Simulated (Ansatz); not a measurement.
## doublet ClF(+): levels of theory in one basis

| atom | x (Å) | y (Å) | z (Å) |
| --- | --- | --- | --- |
| Cl | 0.0000 | 0.0000 | -0.7753 |
| F | 0.0000 | 0.0000 | 0.7753 |

Basis set: def2-SVP (spherical functions). Frozen core: 6 orbitals. Correlation on ROHF uses semicanonical orbitals with singles. Charge 1, multiplicity 2.

Computed with Ansatz (development build ahead of 0.2.0); each method stands on the lowest determinant of its kind that the runs found.

| method | E − E(ROHF) (eV) | <S²> of the determinant |
| --- | --- | --- |
| ROHF | 0.00 | – |
| UHF | -0.14 | 0.76 |
| ROHF-MP2 | -8.63 | – |
| UHF-MP2 | -8.61 | 0.76 |

Q: What does ROHF-CCSD(T) give on the same scale?

A: -9.37 eV.
